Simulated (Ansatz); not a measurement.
**How far each method lies from full CI for InH⁻, doublet**

Geometry: a point of a stretch scan, not a stationary point.

```xyz
2

In    0.0000    0.0000    0.0000
H     0.0000    0.0000    2.6660
```

Basis def2-SVPD with its core potentials; Ansatz 0.2.0. Correlated methods freeze the noble-gas cores and the filled d shells of p-block atoms, which leaves 5 electrons in 31 orbitals. R marks a restricted (for open shells ROHF) determinant, U an unrestricted one. Active spaces: pair = (3e, 3o) about the gap; valence = (5e, 5o) chosen from the atoms' valence shells. No spin–orbit coupling is included; scalar relativity enters through the core potentials alone.

Full CI is exact within this basis and frozen core; it isn't the basis-set limit. The frozen core follows each run's orbitals, which can shift R against U totals by a few meV for light atoms and by up to 0.1 eV past Ca.

For open shells CISD is restricted-active-space CI with the open shells as a complete middle space.

```
UHF ⟨S²⟩                          : 0.796
T1 diagnostic (RCCSD)             : 0.0317
largest doubles amplitude (RCCSD) : 0.082
```

```
                   level  E − E(full CI) (kJ/mol)  share of correlation (%)  wall time
                     RHF                    219.0                      0.00          –
                    RMP2                     66.9                     69.45          –
                    CISD                     15.6                     92.87     0.78 s
                   RCCSD                      7.7                     96.51          –
                RCCSD(T)                      2.2                     98.98      1.4 s
                 BCCD(T)                      2.2                     98.98      1.5 s
                  RCCSDT                      0.2                     99.91          –
               RCCSDT(Q)                      0.0                     99.99      4.9 s
     CASSCF (pair space)                    161.3                     26.36          –
     NEVPT2 (pair space)                     52.7                     75.93     0.81 s
     MRCISD (pair space)                      8.2                     96.27          –
   MRCISD+Q (pair space)                     -3.4                    101.55     0.99 s
  CASSCF (valence space)                    130.3                     40.52          –
  NEVPT2 (valence space)                     44.6                     79.64     0.96 s
  MRCISD (valence space)                      6.6                     97.01          –
MRCISD+Q (valence space)                     -0.5                    100.24      1.2 s
```

The correlation energy at full CI, counted from RHF, is -2.270 eV. That run took 8 s on 1 thread of Arm Neoverse V2, shared host over 522,431 determinants.

Run but not shown, since their state, orbitals or frozen core can't be matched to the reference's or they repeat it: UHF, UMP2, UCCSD, UCCSD(T), UCCSDT, UCCSDT(Q).

Times hold each run's SCF and search for its determinant on a shared host, so for small cases they say little of a method's own cost; they ran on 1 thread of Arm Neoverse V2.

Not variational, and here over 5 meV under the exact energy: MRCISD+Q (pair space), MRCISD+Q (valence space).

The full-CI state has the irrep B1 of C2v, in the program's axes (one component, if the state is degenerate).

Natural occupations of full CI about the gap: 1.920 1.877 0.981 0.087 0.045 0.013 0.013 0.012 0.009 0.009; effectively unpaired electrons, Σ n²(2−n)², 1.11.
